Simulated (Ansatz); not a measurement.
## Thallium, hcp: convergence with Fermi-Dirac smearing

Computed with Ansatz, r²SCAN, scalar-relativistic PAW, on the relaxed cell (a = 3.539 Å, c = 5.562 Å (c/a = 1.572); spin not included). Errors count from a run at 500 eV on a Γ-centred 17×17×9 mesh with Fermi-Dirac smearing of 0.1 eV, extrapolated to zero width. Fixed here: cutoff 500 eV, mesh 10×10×6. The SCF starts from atomic densities corrected by a trained network.

```tsv
width (eV)	E(σ→0) error (meV/atom)	F error (meV/atom)	P (GPa)	SCF iterations
0.01	-0.4	-0.6	-0.13	7
0.03	-0.8	-2.1	-0.09	7
0.1	-2.6	-10.5	-0.02	7
0.2	-3.1	-33.2	0.11	7
0.6	-4.5	-284.3	1.48	7
1.0	-38.0	-761.8	3.33	7
```

What does the run at 0.3 give (width)?

E(σ→0) error (meV/atom): -1.4; F error (meV/atom): -71.6; P (GPa): 0.35; SCF iterations: 7.
